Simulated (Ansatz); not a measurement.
Level of theory: Ansatz (a program for electronic structure) with frozen-core CCSD(T)/cc-pVTZ // PBE-D3(BJ)/def2-TZVP.

Ansatz 0.2 input:
```yaml
crystal:
  periodic: [false, false, false]
  atoms:
    - { symbol: C, position_ang: [-0.130438, 0.010367, 0.028203] }
    - { symbol: S, position_ang: [1.658673, 0.06797, -0.051366] }
    - { symbol: H, position_ang: [-0.460013, -0.569435, -0.852694] }
    - { symbol: H, position_ang: [-0.487449, -0.518314, 0.922466] }
    - { symbol: H, position_ang: [-0.580772, 1.009411, -0.04661] }
basis:
  gaussian: { orbitals: cc-pVTZ }
correlation:
  method: ccsd_t
magnetization:
  spin_polarized: true
  initial_magnetization: 1
```

Output:

```
Functional definition: HF
591 factors; integrals over basis functions are off by at most 1.2e-3 eV
mean field evaluation 1: about -11894.3398 eV, gradient 1.2e1 eV
mean field evaluation 2: about -11894.3405 eV, gradient 1.2e1 eV
mean field evaluation 4: about -11895.4624 eV, gradient 1.9e0 eV
mean field evaluation 8: about -11895.5036 eV, gradient 2.2e-3 eV
mean field evaluation 16: about -11895.4620 eV, gradient 1.9e0 eV
mean field evaluation 32: about -11895.5036 eV, gradient 7.3e-5 eV
mean field evaluation 64: about -11895.4639 eV, gradient 9.9e-2 eV
mean field evaluation 96: about -11895.4484 eV, gradient 7.8e-2 eV
mean field -11895.50357133 eV, -437.1516931846 hartree, gradient 3.4e-6 eV, S^2 0.763868; 6 other end points of the search recorded, 0 dependent functions left out
determinant -11895.50357133 eV, -437.1516931846 hartree, with singles and doubles -11905.40579407 eV, -437.5155931581 hartree
determinant -11895.44877859 eV, -437.1496795883 hartree, with singles and doubles -11905.34770178 eV, -437.5134583059 hartree
determinant -11895.50357133 eV, -437.1516931846 hartree, with singles and doubles -11905.29650950 eV, -437.5115770242 hartree
determinant -11895.44877859 eV, -437.1496795883 hartree, with singles and doubles -11905.23888678 eV, -437.5094594283 hartree
6 core orbitals not correlated
reference -11895.50357133 eV, -437.1516931846 hartree; 7, 6 occupied and 93, 94 virtual orbitals, 591 factors
second order -8.85960462 eV of doubles, -0.00000000 eV of singles
cycle   1  -9.79293701 eV  change    1.2e-6 eV  update   2.4e-6
perturbative correction -0.38194870 eV, -0.0140363557 hartree
Total energy: -11905.67845704 eV, -437.5256133375 hartree
```

Cost: roughly 50 core-seconds.
